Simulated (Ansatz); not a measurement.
Input file:

```yaml
crystal:
  periodic: [false, false, false]
  atoms:
    - {symbol: C, position_ang: [0.000000, 0.000000, 0.082176]}
    - {symbol: H, position_ang: [0.000000, 1.025188, -1.342877]}
    - {symbol: H, position_ang: [0.000000, 0.000000, 1.706544]}
    - {symbol: H, position_ang: [0.000000, -1.025188, -1.342877]}
basis:
  gaussian: {orbitals: 6-31G}
total_charge: 1
magnetization: {spin_polarized: false, initial_magnetization: 2}
correlation: {method: fic_mrcisd_q, electrons: outside_noble_gas, active_space: {window: {electrons: 2, orbitals: 5}}}
accuracy: high
```

```sh
$ ansatz run in.yaml --threads 1 --pin off --events-out ev --progress --plain --max-ram 2393MiB
```

The program prints:

```
352 factors; integrals over basis functions are off by at most 1.1e-8 eV
mean field evaluation 1: about -1056.1355 eV, gradient 1.6e1 eV
mean field evaluation 2: about -1056.1350 eV, gradient 1.6e1 eV
mean field evaluation 4: about -1057.3649 eV, gradient 1.1e0 eV
mean field evaluation 8: about -1057.3844 eV, gradient 4.2e-3 eV
mean field evaluation 16: about -1053.7845 eV, gradient 3.2e0 eV
mean field evaluation 32: about -1056.0283 eV, gradient 4.2e-9 eV
mean field evaluation 64: about -1057.3482 eV, gradient 4.2e-1 eV
mean field evaluation 96: about -1056.0283 eV, gradient 2.6e-8 eV
mean field -1057.38440511 eV, -38.8581601668 hartree, gradient 2.9e-8 eV, S^2 2.000000; 9 other end points of the search recorded, 0 dependent functions left out
reference -1057.38440511 eV, -38.8581601668 hartree; 5, 3 occupied and 10, 12 virtual orbitals, 352 factors
state -1057.48973761 eV, -38.8620310648 hartree
contracted CI cycle   1: correlation 0.00000000 eV, 0.0000000000 hartree, residual 1.01e1 eV
contracted CI cycle   2: correlation -2.56254915 eV, -0.0941719441 hartree, residual 3.38e0 eV
contracted CI cycle   3: correlation -2.95431124 eV, -0.1085689357 hartree, residual 1.23e0 eV
contracted CI cycle   4: correlation -2.99370850 eV, -0.1100167581 hartree, residual 3.90e-1 eV
contracted CI cycle   5: correlation -2.99850732 eV, -0.1101931116 hartree, residual 1.59e-1 eV
contracted CI cycle   6: correlation -2.99936051 eV, -0.1102244658 hartree, residual 6.02e-2 eV
contracted CI cycle   7: correlation -2.99946736 eV, -0.1102283925 hartree, residual 2.17e-2 eV
contracted CI cycle   8: correlation -2.99947921 eV, -0.1102288280 hartree, residual 6.79e-3 eV
contracted CI cycle   9: correlation -2.99948035 eV, -0.1102288697 hartree, residual 2.36e-3 eV
contracted CI cycle  10: correlation -2.99948050 eV, -0.1102288754 hartree, residual 7.51e-4 eV
contracted CI cycle  11: correlation -2.99948052 eV, -0.1102288760 hartree, residual 2.45e-4 eV
contracted CI cycle  12: correlation -2.99948052 eV, -0.1102288761 hartree, residual 7.13e-5 eV
contracted CI cycle  13: correlation -2.99948052 eV, -0.1102288761 hartree, residual 2.32e-5 eV
contracted CI cycle  14: correlation -2.99948052 eV, -0.1102288761 hartree, residual 7.36e-6 eV
contracted CI cycle  15: correlation -2.99948052 eV, -0.1102288761 hartree, residual 2.65e-6 eV
contracted CI cycle  16: correlation -2.99948052 eV, -0.1102288761 hartree, residual 9.82e-7 eV
contracted CI cycle  17: correlation -2.99948052 eV, -0.1102288761 hartree, residual 3.61e-7 eV
state -1057.48973761 eV, -38.8620310648 hartree; corrected -1060.91898508 eV, -38.9880535848 hartree
WARN: 1 active orbitals are nearly empty or full. The corrections depend on them more than the energy does, and are more stable in an active space without them
Total energy: -1060.91898508 eV, -38.9880535848 hartree
```

Natural occupations: 0.9964 0.9964 0.0036 0.0036 0.0000.

Ran on 1 thread of Arm Neoverse V1, shared host: 1 s wall, 0.14 GiB peak host memory.
